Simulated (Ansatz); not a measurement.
Geometry optimisation, Ansatz, RKS PBE0-D4/6-31G*.

input.yaml

```yaml
crystal:
  periodic: [false, false, false]
  atoms:
    - { symbol: Al, position_ang: [0.0, 0.0, 0.0] }
    - { symbol: H, position_ang: [0.0, 0.0, 1.91] }
    - { symbol: H, position_ang: [1.351, 0.0, -0.78] }
    - { symbol: H, position_ang: [-1.351, 0.0, -0.78] }
    - { symbol: O, position_ang: [0.0869, -1.972, 0.6559] }
    - { symbol: C, position_ang: [-0.5639, -3.0679, 0.03] }
    - { symbol: H, position_ang: [0.124, -3.9385, -0.0015] }
    - { symbol: H, position_ang: [-1.4738, -3.3367, 0.6062] }
    - { symbol: H, position_ang: [-0.8514, -2.7865, -1.0045] }
    - { symbol: H, position_ang: [0.0439, -0.9965, 1.8084] }
basis:
  gaussian: { orbitals: "6-31G*" }
hamiltonian:
  xc: pbe0
  dispersion: d4
relax:
  f_tol: 0.15
  max_steps: 25
  restrain:
    - { distance: [0, 4], at: 2.98, k: 30.0 }
    - { distance: [9, 1], at: 1.86, k: 30.0 }
    - { distance: [0, 1], at: 1.56, k: 30.0 }
    - { distance: [9, 4], at: 1.01, k: 30.0 }
output:
  orbitals: {}
```

Command:

```bash
$ ansatz run input.yaml --threads 1 --pin off --max-ram 2048MiB --backend cpu --events-out ev --progress --plain --runs-dir out
```

Problem. Where does it end, and by what steps?

Solution. It converged. The restraints hold the end off the free minimum; the threshold counts their pulls, which the force column leaves out. Restrained pairs: Al1–O5 (2.08 → 2.96 Å), H2–H10 (1.00 → 1.87 Å), Al1–H2 (1.91 → 1.57 Å), O5–H10 (1.51 → 0.99 Å). After 11 steps the energy has fallen by 1.123 eV (the restraints' own energy left out); H3 moved furthest, 1.13 Å.

```json
{"step": "0", "energy less start (eV)": "0.0000", "largest force component (eV/Å)": "3.953", "accepted": "yes"}
{"step": "1", "energy less start (eV)": "0.4548", "largest force component (eV/Å)": "3.935", "accepted": "yes"}
{"step": "2", "energy less start (eV)": "0.1450", "largest force component (eV/Å)": "3.681", "accepted": "yes"}
{"step": "3", "energy less start (eV)": "-0.2641", "largest force component (eV/Å)": "2.128", "accepted": "yes"}
{"step": "4", "energy less start (eV)": "-0.7355", "largest force component (eV/Å)": "1.626", "accepted": "yes"}
{"step": "5", "energy less start (eV)": "-0.8922", "largest force component (eV/Å)": "1.643", "accepted": "yes"}
{"step": "6", "energy less start (eV)": "-0.9899", "largest force component (eV/Å)": "1.241", "accepted": "yes"}
{"step": "7", "energy less start (eV)": "-1.0441", "largest force component (eV/Å)": "0.900", "accepted": "yes"}
{"step": "8", "energy less start (eV)": "-1.0792", "largest force component (eV/Å)": "0.961", "accepted": "yes"}
{"step": "9", "energy less start (eV)": "-1.0927", "largest force component (eV/Å)": "1.018", "accepted": "yes"}
{"step": "10", "energy less start (eV)": "-1.1080", "largest force component (eV/Å)": "1.045", "accepted": "yes"}
{"step": "11", "energy less start (eV)": "-1.1233", "largest force component (eV/Å)": "0.899", "accepted": "yes"}
```

```xyz
10
Properties=species:S:1:pos:R:3
Al 0.129 0.393 -0.161
H -0.397 0.063 1.286
H 1.578 1.019 -0.352
H -0.875 0.206 -1.385
O 0.390 -2.405 0.778
C -0.667 -3.228 0.316
H -0.226 -3.943 -0.383
H -1.130 -3.791 1.137
H -1.446 -2.657 -0.206
H 0.010 -1.755 1.415
```

Time of the run: 29 s on 1 thread of Intel(R) Xeon(R) Platinum 8375C CPU @ 2.90GHz (Ice Lake), with other jobs on the host, peak memory 0.15 GiB.
